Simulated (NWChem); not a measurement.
Species: ethylene (C2H4); SMILES C=C

All runs: NWChem. Pople sets run with spherical d functions. Structure relaxed at the PBE0/def2-SVP level. Static field.

### Question
Taking PBE/def2-TZVPD as the yardstick, which of these has the fewest basis functions while keeping “isotropic polarisability (bohr³)” within 5 % of it: PBE/def2-TZVP; PBE/6-31+G*; PBE/aug-cc-pVDZ; PBE/6-31G*; PBE/def2-SVPD; PBE/Sadlej pVTZ; PBE/def2-SVP?

### Answer
PBE/def2-SVPD (a larger set in the list lies outside the tolerance).
| level | basis functions | isotropic polarisability (bohr³) | relative time (rough) |
|---|---|---|---|
| PBE/6-31G* | 36 | 20.1 | 1 |
| PBE/6-31+G* | 44 | 24.7 | 1 |
| PBE/def2-SVP | 48 | 21.5 | 1 |
| PBE/def2-SVPD | 72 | 27.3 | 3 |
| PBE/aug-cc-pVDZ | 82 | 28.4 | 3 |
| PBE/Sadlej pVTZ | 84 | 28.7 | 5 |
| PBE/def2-TZVP | 86 | 25.5 | 4 |
| PBE/def2-TZVPD | 110 | 28.4 | 6 |

The yardstick is one finite set, not the basis-set limit.
